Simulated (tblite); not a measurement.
Compound: C3H2ClPS.
SMILES: `Clc1cpcs1`

Method: GFN2-xTB as coded in tblite; computed harmonic values from a numerical Hessian at the method's own geometry, unscaled. Errors from tens to a few hundred cm⁻¹ against measured bands are possible.

Harmonic wavenumbers (cm⁻¹): 175.1, 228.2, 318.2, 365.2, 441.1, 488.4, 655.6, 688.1, 777.9, 806.8, 840.5, 897.3, 964.5, 1143.3, 1180.8, 1454.4, 3103.5, 3121.5.

A = 4098, B = 1421, C = 1055 MHz; mass 135.930 u (most abundant isotopes); point group Cs, symmetry number 1.

Zero-point energy?

½Σν̃ = 8825 cm⁻¹ = 105.57 kJ/mol.

Give the ideal-gas entropy at 400 K and 1 bar in the rigid-rotor, harmonic-oscillator model (classical rotation).

Translation 176.23, rotation 122.28, vibration 62.01: S = 360.5 J/(mol K).

And Cp and H(400 K) − H(0)?

Cp = 113.31 J/(mol K), of which vibrations give 80.05 (their classical limit is 18 R = 149.7); H(400 K) − H(0) = 28.39 kJ/mol without the zero-point energy, 15.09 from vibrations.

Which modes carry the vibrational entropy at 400 K?

175.1 cm⁻¹: 12.29; 228.2 cm⁻¹: 10.19; 318.2 cm⁻¹: 7.63; 365.2 cm⁻¹: 6.62; 441.1 cm⁻¹: 5.30; 488.4 cm⁻¹: 4.62 J/(mol K); the other 12 give 15.35 together.

How do the functions run with temperature in this model?

| T (K) | S (J/(mol K)) | Cp (J/(mol K)) | H − H(0) (kJ/mol) | G − H(0) (kJ/mol) | ln q(vib) |
| --- | --- | --- | --- | --- | --- |
| 100 | 257.2 | 46.0 | 3.69 | -22.03 | 0.14 |
| 200 | 297.0 | 71.5 | 9.57 | -49.82 | 0.83 |
| 300 | 330.5 | 95.0 | 17.93 | -81.23 | 1.82 |
| 500 | 387.3 | 126.6 | 40.42 | -153.23 | 4.06 |
| 800 | 452.3 | 148.9 | 82.20 | -279.67 | 7.37 |
| 1000 | 486.5 | 157.1 | 112.86 | -373.66 | 9.37 |

q(vib) and H(0) count from the zero-point level.

What must be added to the electronic energy to get the Gibbs energy at 400 K and 1 bar?

ZPE + [H(400 K) − H(0)] − T·S = 105.57 + 28.39 − 144.20 = -10.24 kJ/mol.

Hindered rotation and anharmonicity are outside this model.
